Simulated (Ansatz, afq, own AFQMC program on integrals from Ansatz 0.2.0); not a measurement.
## BNH, doublet in 6-31G, levels against full CI

```xyz
3

B     0.0000    0.0000    0.0488
N     0.0000    0.0000   -1.4018
H     0.0000    0.0000    1.3530
```

Connectivity, by distances: BH–N.

Basis 6-31G. Noble-gas cores (and the filled d shells of Ga–Kr and In–Xe) are frozen. Ansatz 0.2.0 and our own AFQMC program on the same integrals; the CISD trial comes from CCSD amplitudes, and released means the phaseless constraint is let go. Free projection: walkers drawn from exp(T), propagated without any constraint. Its projection time is finite, and what remains of the start isn't in its error. ± is one standard error of the sampling.

Determinant: ROHF, the one that the program's search chose, which needn't be the lowest solution. The geometry is a point of a scan.

Full CI on the same integrals is exact in this basis and with this determinant's frozen core.

Cautions: a spin-contaminated unrestricted determinant lies lower (UHF 267 meV lower, ⟨S²⟩ 1.15); the released energies move by 1.5 errors or more from one time to the next, so no released level is given (meV from the phaseless value at times in 1/Eh: -10 ± 5 at 0.24, -14 ± 4 at 0.51, -18 ± 4 at 0.99, -17 ± 4 at 1.62, -26 ± 4 at 2.40), though the last usable value meets full CI within the noise.

The T1 diagnostic is 0.0328, the weight of the determinant in the CISD state is 0.886 and the size of the correlated space is 9 electrons in 18 orbitals.

Reference: full CI, correlation energy -4.854 eV.

| level | E − E(reference) (kJ/mol) | share of correlation (%) |
| --- | --- | --- |
| HF | 468.4 | 0.00 |
| MP2 | 67.0 | 85.70 |
| CCSD | 22.6 | 95.17 |
| CCSD(T) | 4.8 | 98.97 |
| CCSDT | 1.8 | 99.63 |
| CCSDT(Q) | 0.2 | 99.96 |
| CCSDTQ | 0.1 | 99.97 |
| ph-AFQMC/HF | 7.4 ± 2.3 | 98.42 |
| ph-AFQMC/CISD | 2.6 ± 0.5 | 99.45 |
| free AFQMC | 0.1 ± 0.5 | 99.98 |

CCSDT and higher add their correlation energy to the determinant of the CCSD(T) run, since their own runs factorise the integrals more tightly (a shift of under 2 meV). Free projections are given only where their last times agree within the noise and don't stop above the reference; a slow remainder of the start can still hide under it. A walk keeps the symmetry of its determinant, which the program's search chose and which needn't be the lowest solution, so a lower state of the same spin and another symmetry isn't excluded.
